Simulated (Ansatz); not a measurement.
**C₆H₁₀: ionisation energy by level of theory**

The task here is to estimate one member of a computed series from the others.

Program: Ansatz 0.2.0, Gaussian basis. Level of theory: unrestricted cation, the program's frozen cores in correlated methods. These are calculated values, not measurements.

The runs, in order: UKS PBE-D4/def2-TZVPP; UKS r2SCAN-D4/def2-TZVPP; UKS PBE0-D4/def2-TZVPP; UKS B3LYP-D4/def2-TZVPP; UKS wB97X-V/def2-TZVPP; UKS wB97M-V/def2-TZVPP; UKS B2PLYP/def2-TZVPP; UHF-CCSD(T)/def2-TZVPP; UHF-MP2/def2-QZVPP; extrapolation to the limit; then −ε(HOMO) from the neutral's earlier runs with LDA (SPW92), PBE-D4, revPBE-D4, BLYP-D4, r2SCAN-D4, B97M-V, PBE0-D4, B3LYP-D4, r2SCANh-D4, r2SCAN0-D4, HSE06-D4, BHLYP-D4, CAM-B3LYP-D4, LC-ωPBE, ωB97X-V, ωB97M-V.

### Structure used throughout

The geometry comes from an earlier relaxation with PBE0-D4 in a triple-zeta def2 set; it is a stationary point, not always the lowest conformer.

SMILES `C=CC(=C)CC`, 16 atoms, charge 0, spin multiplicity 1.

Atoms are counted from 1 here; the program's logs count them from 0.

Bond lengths: C1–C2 1.332 Å, C1–H7 1.083 Å, C1–H8 1.084 Å, C2–C3 1.460 Å, C2–H9 1.088 Å, C3–C4 1.336 Å, C3–C5 1.502 Å, C4–H10 1.084 Å, C4–H11 1.085 Å, C5–C6 1.526 Å, C5–H12 1.093 Å, C5–H13 1.095 Å, C6–H14 1.092 Å, C6–H15 1.091 Å, C6–H16 1.092 Å. Angles: C2–C1–H7 121.0°, C2–C1–H8 122.3°, H7–C1–H8 116.7°, C1–C2–C3 126.3°, C1–C2–H9 118.6°, C3–C2–H9 115.1°, C2–C3–C4 119.3°, C2–C3–C5 119.5°, C4–C3–C5 121.3°, C3–C4–H10 121.6°, C3–C4–H11 121.3°, H10–C4–H11 117.1°, C3–C5–C6 112.9°, C3–C5–H12 108.7°, C3–C5–H13 109.6°, C6–C5–H12 109.3°, C6–C5–H13 109.7°, H12–C5–H13 106.4° and more.

Set-up of the first run:

The input, in.yaml:

```yaml
crystal:
  periodic: [false, false, false]
  atoms:
    - {symbol: C, position_ang: [-0.622422, -2.048412, -0.301821]}
    - {symbol: C, position_ang: [0.519840, -1.433992, 0.000284]}
    - {symbol: C, position_ang: [0.795180, -0.006173, -0.134046]}
    - {symbol: C, position_ang: [2.021607, 0.451089, 0.135726]}
    - {symbol: C, position_ang: [-0.307840, 0.922417, -0.554672]}
    - {symbol: C, position_ang: [-1.291768, 1.225412, 0.572062]}
    - {symbol: H, position_ang: [-0.728500, -3.119572, -0.181387]}
    - {symbol: H, position_ang: [-1.485561, -1.513375, -0.681122]}
    - {symbol: H, position_ang: [1.349159, -2.030240, 0.374327]}
    - {symbol: H, position_ang: [2.271157, 1.501278, 0.033918]}
    - {symbol: H, position_ang: [2.811425, -0.215412, 0.464945]}
    - {symbol: H, position_ang: [0.135325, 1.856449, -0.909039]}
    - {symbol: H, position_ang: [-0.844603, 0.491998, -1.406497]}
    - {symbol: H, position_ang: [-0.782903, 1.720692, 1.401926]}
    - {symbol: H, position_ang: [-1.748968, 0.314408, 0.961921]}
    - {symbol: H, position_ang: [-2.091128, 1.883433, 0.223478]}
basis:
  gaussian: {orbitals: def2-TZVPP}
total_charge: 1
magnetization: {spin_polarized: true, initial_magnetization: 1}
hamiltonian: {xc: pbe, dispersion: d4}
```

Started as:

```
$ ansatz run in.yaml --threads 2 --pin off --events-out ev --progress --plain --max-ram 22528MiB --backend cuda --devices 0, --max-vram 18GiB
```

Among the steps run: Cation, UKS PBE-D4/def2-TZVPP; Cation, UKS r2SCAN-D4/def2-TZVPP; Cation, UKS PBE0-D4/def2-TZVPP; Cation, UKS B3LYP-D4/def2-TZVPP; Cation, UKS wB97X-V/def2-TZVPP; Cation, UKS wB97M-V/def2-TZVPP; Cation, UKS B2PLYP (frozen core)/def2-TZVPP; Cation, UHF-CCSD(T)/def2-TZVPP; Cation, UHF-MP2/def2-QZVPP.

One of the session's tables, all rows but one given; the rest of the session is left out.

Orbital estimates, from the neutral's runs:

| functional | −ε(HOMO) (eV) |
| --- | --- |
| LDA (SPW92) | 5.91 |
| PBE-D4 | 5.71 |
| revPBE-D4 | 5.63 |
| BLYP-D4 | 5.53 |
| r2SCAN-D4 | 5.86 |
| B97M-V | 5.85 |
| PBE0-D4 | 6.68 |
| B3LYP-D4 | 6.47 |
| r2SCANh-D4 | 6.23 |
| r2SCAN0-D4 | 6.79 |
| HSE06-D4 | 6.29 |
| BHLYP-D4 | 7.50 |
| CAM-B3LYP-D4 | 7.91 |
| LC-ωPBE | 9.24 |
| ωB97X-V | 8.87 |
| ωB97M-V | ? |

Estimate the missing values for ωB97M-V.

The run gave: −ε(HOMO) (eV): 8.79. In the column «−ε(HOMO) (eV)» it lies between CAM-B3LYP-D4 (7.91) and ωB97X-V (8.87).
